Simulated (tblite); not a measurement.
Species: C5H8N (doublet state).
Numbering: `[CH3:1][CH2:2][N:3]1[CH:4]=[C:5][CH2:6]1` (hydrogens: H7, H8, H9 on C1; H10, H11 on C2; H12 on C4; H13, H14 on C6)

A start from a force field or distance geometry was refined with GFN2-xTB geometry optimisation, gas phase in tblite 0.8.0. Values at the start:

| coordinate | start |
| --- | --- |
| C1–C2 | 1.523 Å |
| C1–H7 | 1.091 Å |
| C2–N3 | 1.435 Å |
| C2–H10 | 1.111 Å |
| N3–C4 | 1.405 Å |
| N3–C6 | 1.726 Å |
| C4=C5 | 1.244 Å |
| C4–H12 | 1.085 Å |
| C5–C6 | 1.345 Å |
| C6–H13 | 1.077 Å |
| C1–C2–N3 | 110.9° |
| C2–N3–C4 | 126.7° |
| C2–N3–C6 | 121.4° |
| N3–C4–C5 | 77.2° |
| N3–C6–C5 | 63.9° |
| C4–N3–C6 | 93.9° |
| C4–C5–C6 | 125.1° |
| C1–C2–N3–C4 | -169° |
| C2–N3–C4–C5 | -135° |
| C2–N3–C6–C5 | 138° |
| N3–C4–C5–C6 | 0° |

How do these coordinates change at the GFN2-xTB level?

| coordinate | GFN2-xTB (Å or °) | change |
| --- | --- | --- |
| N3–C6 | 1.474 | -0.252 |
| C5–C6 | 1.516 | +0.171 |
| C4=C5 | 1.337 | +0.093 |
| N3–C4 | 1.423 | +0.018 |
| C4–H12 | 1.072 | -0.013 |
| C6–H13 | 1.088 | +0.011 |
| C2–H10 | 1.102 | -0.009 |
| C2–N3 | 1.443 | +0.008 |
| C1–H7 | 1.087 | -0.004 |
| C1–C2 | 1.524 | +0.001 |
| C4–C5–C6 | 91.1 | -34.0 |
| N3–C6–C5 | 84.9 | +21.0 |
| N3–C4–C5 | 94.0 | +16.8 |
| C2–N3–C4 | 120.9 | -5.8 |
| C4–N3–C6 | 89.6 | -4.3 |
| C2–N3–C6 | 119.7 | -1.7 |
| C1–C2–N3 | 110.2 | -0.7 |
| C2–N3–C6–C5 | 121 | -17 |
| C2–N3–C4–C5 | -120 | +15 |
| C1–C2–N3–C4 | -175 | -6 |
| N3–C4–C5–C6 | -5 | -5 |

The energy falls by 80.0 kcal/mol over 46 L-BFGS steps, the largest force on an atom goes from 14.94 to 0.010 eV/Å, and the atoms move by 0.185 Å rms after alignment. The bond that changes most is N3–C6 (ends: nitrogen bonded to 3 C; carbon bonded to C, N and 2 H), which shortens by 0.252 Å. Bonds longer at the end by more than 0.005 Å: 5 of 14; shorter: 5. Among the dihedrals that turn most is C2–N3–C4–H12, from 17° to 54°. Rotational constants go from 8301, 2864, 2297 to 9538, 2681, 2281 MHz.

On one thread of an Arm Neoverse V1, shared host with 32 logical CPUs at a one-minute load of 8.9, this took 0.21 s.

Its GFN2-xTB frequencies are all real (lowest 94 cm⁻¹). 2 starts were optimised and ended at 0.00 and 0.39 kcal/mol (GFN2-xTB); the lowest of these is shown.

One conformer stands for the species.

The numbers are calculated, not measured.
